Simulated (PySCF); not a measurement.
## Converging NaP in the basis (CCSD(T))

PySCF, ROHF reference; triplet, unpaired electrons π ↑↑; De to Na + P without counterpoise correction. Frozen cores follow the default of each basis and core potential.

| basis | relativity | functions | Re (Å) | ωe (cm⁻¹) | De (eV) | frozen orbitals |
| --- | --- | --- | --- | --- | --- | --- |
| 3-21G | no relativity | 26 | 2.824 | 227 | 0.70 | 6 |
| x2c-SVPall | spin-free X2C | 33 | 2.733 | 248 | 0.75 | 6 |
| 6-311G(d,p) | no relativity | 52 | 2.684 | 273 | 0.90 | 6 |
| aug-cc-pVDZ/aug-cc-pV(D+d)Z | no relativity | 59 | 2.724 | 252 | 0.99 | 6 |

(1) How does each smaller set differ from the one with most functions, aug-cc-pVDZ/aug-cc-pV(D+d)Z?

Correlated steps freeze 6 core orbitals. Correlated levels converge slowly with the basis: in double zeta they bind strong bonds too weakly, by up to about 1 eV, and carry superposition errors of some tenths. The CCSD T1 diagnostic is raised in NaP, a sign that a single reference may not be enough there. 3-21G is very small, so such numbers show the basis as much as the molecule. The state was picked by a PBE0 search and need not be the measured ground state.

## Answers

(1) 3-21G: +10.0 pm, -9.9 % in ωe, -0.29 eV in De; x2c-SVPall: +0.9 pm, -1.6 % in ωe, -0.24 eV in De; 6-311G(d,p): -4.0 pm, +8.3 % in ωe, -0.09 eV in De. All at CCSD(T); the set with most functions is neither the basis-set limit nor always the best. The rows treat relativity differently, so the differences are not basis effects alone.
